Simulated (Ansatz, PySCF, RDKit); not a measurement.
Noncovalent pair: CH5N (SMILES CN) (first 7 atoms) with CH5N (SMILES CN); geometry from S66by8 set.
(charge 0, multiplicity 1):
```xyz
14

N     -1.5612     0.2363    -0.6432
H     -0.7326    -0.3486    -0.6935
H     -2.2230    -0.1534    -1.3014
C     -2.1212     0.1567     0.7042
H     -3.0153     0.7746     0.7654
H     -2.3853    -0.8505     1.0417
H     -1.4028     0.5640     1.4133
N      1.7322    -0.7297    -0.4672
H      2.0285    -0.4552    -1.3952
H      2.3558    -1.4774    -0.1920
C      1.8925     0.4055     0.4465
H      1.6223     0.0908     1.4521
H      2.8999     0.8272     0.4834
H      1.1999     1.1912     0.1538
```

Interaction energies are E(AB) − E(A) − E(B) at the monomers' geometry in the complex; basis-set methods are counterpoise corrected. Rows marked so take none.

Frozen-core correlation. Rows in 3-21G, 6-31G* carry no dispersion term and start afresh at each structure (6-31G* with six Cartesian d functions).

Codes used: Ansatz (a quantum-chemistry and plane-wave program); PySCF for 3-21G rows, 6-31G* rows, the dispersion terms; RDKit for the force fields. Values without a source in brackets are computed.

```json
[
 {"level": "MMFF94", "interaction energy (kcal/mol)": "-2.48"},
 {"level": "HF/3-21G (no counterpoise)", "interaction energy (kcal/mol)": "-4.96"},
 {"level": "HF/6-31G*", "interaction energy (kcal/mol)": "-2.08"},
 {"level": "r2SCAN-D3(BJ)/def2-TZVPPD", "interaction energy (kcal/mol)": "-3.71"},
 {"level": "B3LYP/6-31G*", "interaction energy (kcal/mol)": "-2.59"},
 {"level": "B3LYP-D3(BJ)/def2-TZVPPD", "interaction energy (kcal/mol)": "-3.78"},
 {"level": "M06-2X/6-31G* (no counterpoise)", "interaction energy (kcal/mol)": "-4.97"},
 {"level": "CCSD/aug-cc-pVDZ", "interaction energy (kcal/mol)": "?"},
 {"level": "CCSD(T)/aug-cc-pVDZ", "interaction energy (kcal/mol)": "?"}
]
```

Q: Complete the blanks.

A: 
- CCSD/aug-cc-pVDZ, interaction energy (kcal/mol): -3.13
- CCSD(T)/aug-cc-pVDZ, interaction energy (kcal/mol): -3.41
